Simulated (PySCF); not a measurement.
**Worked example for formic acid: deprotonation at atom O3**

Structure: `O=CO` (CH2O2). Atom numbers as in the mapped SMILES `[O:1]=[CH:2][OH:3]`.

Energies: B3LYP-D3(BJ)/ma-def2-TZVP (PySCF, density fitting, integration grid level 2) on PBE0-D3(BJ)/ma-def2-SVP structures. The prefix ma- adds one diffuse s and one diffuse p function on all atoms but H. Zero-point and thermal terms (298.15 K, 1 bar) come from unscaled PBE0-D3(BJ)/ma-def2-SVP harmonic frequencies, with soft modes damped to free rotors in the entropy.

Step: `O=CO` → `O=C[O-]` + H⁺.

```tsv
species	charge	multiplicity	E / Eh
O=CO	0	1	-189.852761
O=C[O-]	-1	1	-189.296546
```

Thermal terms, products less reactant: Δ(H − E) = -30.67 kJ/mol, Δ(G − E) = -60.24 kJ/mol (the bare proton has no electronic energy, H = 5/2 RT). 1 Eh = 2625.50 kJ/mol.

Problem. What are ΔE, ΔH and ΔG of this step?

Solution. ΔE = 0.556215 Eh = 1460.34 kJ/mol; ΔH = 1429.7 kJ/mol; ΔG = 1400.1 kJ/mol, all in the gas phase at 298.15 K and 1 bar. The digits show the arithmetic; the method itself can be off by 10 kJ/mol or more.
